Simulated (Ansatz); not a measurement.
**CHS−: single points off equilibrium**

An exercise on one series of results from a longer session: the logs are not shown, and one member is left open.

Program: Ansatz 0.2.0, Gaussian basis. Level of theory: single points in def2-TZVPPD. These are calculated values, not measurements.

Cores are frozen in the correlated methods.

**The starting structure**

3 atoms, charge -1, spin multiplicity 1.

Atoms are counted from 1 here; the program's logs count them from 0.

Bond lengths: C1–S2 1.661 Å, C1–H3 1.130 Å. Angles: S2–C1–H3 111.5°.

Coordinates:

```xyz
3
CHS
C    -0.20040    0.51450    0.00780
S     1.11820   -0.31870    0.57970
H    -0.92170   -0.16900   -0.52950
```

The first run:

Input file run/in.yaml:

```yaml
crystal:
  periodic: [false, false, false]
  atoms:
    - {symbol: C, position_ang: [-0.200400, 0.514500, 0.007800]}
    - {symbol: S, position_ang: [1.118200, -0.318700, 0.579700]}
    - {symbol: H, position_ang: [-0.921700, -0.169000, -0.529500]}
basis:
  gaussian: {orbitals: "def2-TZVPPD.json"}
total_charge: -1
correlation: {method: ccsd_t}
output: {forces: true}
```

The basis file named in the input lies beside it (Basis Set Exchange, JSON).

The command line of these runs was not kept.

Among the steps run: CCSD(T)/def2-TZVPPD; PBE0-D4/def2-TZVPPD; wB97M-V/def2-TZVPPD; r2SCAN-D4/def2-TZVPPD; PBE-D4/def2-TZVPPD; CAM-B3LYP-D4/def2-TZVPPD; r2SCAN0-D4/def2-TZVPPD.

One of the session's tables, all rows but one given; the rest of the session is left out.

| method | RMS force component (eV/Å) | angle to CCSD(T) forces (°) |
| --- | --- | --- |
| CCSD(T) | 0.431 | reference |
| PBE0-D4 | 0.247 | 34.3 |
| wB97M-V | 0.274 | 41.6 |
| r2SCAN-D4 | 0.294 | 17.2 |
| PBE-D4 | 0.351 | 19.0 |
| CAM-B3LYP-D4 | ? | ? |
| r2SCAN0-D4 | 0.264 | 46.5 |

Estimate the missing values for CAM-B3LYP-D4.

As computed: RMS force component (eV/Å): 0.263; angle to CCSD(T) forces (°): 51.6. In the column «RMS force component (eV/Å)» it lies between PBE0-D4 (0.247) and r2SCAN0-D4 (0.264).

Limits of these values: The anion's highest level is positive in at least one run, so there the basis alone may hold the extra electron.
